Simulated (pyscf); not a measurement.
Optimised with ωB97X-D3(BJ)/def2-SVP in PySCF.

### Question
How much does it cost (ΔH, 298 K, ωB97M-D3(BJ)/def2-TZVP) to split H₂N–W(F)(F)(F)(F)–Cl (SMILES [NH2][W]([F])([F])([F])([F])[Cl]) at its Cl–W bond into [H₂N–W(F)(F)(F)–F]• + Cl•?

### Answer
Cl–W to [H₂N–W(F)(F)(F)–F]• + Cl•: 58.2 kcal/mol. The 7 functionals that were run give +55.3 (M06-2X) to +72.2 kcal/mol (PBE). The radicals are drawn with the spin at the cut bond; how far it spreads was not checked. Other isomers of [H₂N–W(F)(F)(F)–F]• were not searched in full and may lie lower. Left out: the spin-orbit lowering of Cl. Open-shell species with a d-block atom are single-reference here; other states, and whether the spin sits on metal or ligand, were not checked. Elements past Kr carry the def2 core potentials, without spin-orbit coupling.
